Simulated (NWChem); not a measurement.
**Polarisability of disilane (H6Si2)**

```
Si
H 1 1.5056
H 1 1.5056 2 108.64
H 1 1.5056 2 108.64 3 118.01
Si 1 2.3541 2 110.29 3 -120.99
H 5 1.5056 1 110.29 2 180.00
H 5 1.5056 6 108.64 1 120.99
H 5 1.5056 6 108.64 7 118.01
```
Charge 0, spin multiplicity 1.

All runs are NWChem calculations. All single points use one geometry, from PBE/def2-SVP, a minimum by its harmonic frequencies.

Basis set: 6-31G*. The field's frequency is 0.0428 Ha (1065 nm). This basis has no diffuse functions, which lowers polarisabilities.

```json
[
 {"method": "HF", "isotropic polarisability (bohr³)": "47.48", "difference from CCSD linear response": "-2.27"},
 {"method": "PBE", "isotropic polarisability (bohr³)": "52.43", "difference from CCSD linear response": "+2.69"},
 {"method": "PBE0", "isotropic polarisability (bohr³)": "51.14", "difference from CCSD linear response": "+1.40"},
 {"method": "B3LYP", "isotropic polarisability (bohr³)": "50.71", "difference from CCSD linear response": "+0.96"},
 {"method": "CCSD linear response", "isotropic polarisability (bohr³)": "49.74", "difference from CCSD linear response": "0.00"}
]
```

The values span 4.95 bohr³, from HF (lowest) to PBE (highest). 

The correlated methods keep 10 core orbitals frozen. B3LYP has NWChem's definition, with VWN1-RPA local correlation. The Pople sets run with spherical d functions. Coupled-cluster values serve here as a point of comparison, not as the truth.
